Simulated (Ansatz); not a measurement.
The cluster O3. Total charge 0; singlet. Geometry PBE-D4/def2-TZVP; atoms count from 1.

```xyz
3

O     1.081    0.271    0.029
O    -0.183    0.365    0.151
O    -0.898   -0.636   -0.180
```

The structure holds 2 bonds between oxygen atoms, so isomers without such links may lie far lower. The restricted singlet is unstable: a solution with broken spin symmetry lies lower. The structure comes from a short search, and lower isomers may exist.

Q: Estimate the Mulliken populations from the PBE0/def2-TZVP orbitals of Ansatz.

A: 
```csv
atom,charge (e)
O1,-0.14
O2,0.29
O3,-0.14
```
Mulliken values and Mayer orders depend strongly on the basis.

Q: And the Mayer bond orders between bonded heavy atoms (over 0.3)?

A: O1–O2 1.38 (1.27 Å); O2–O3 1.38 (1.27 Å). Values over 0.3 also appear between atoms too far apart for a bond (O1–O3 0.48 at 2.19 Å); they arise where an orbital or an unpaired electron spreads over both atoms.
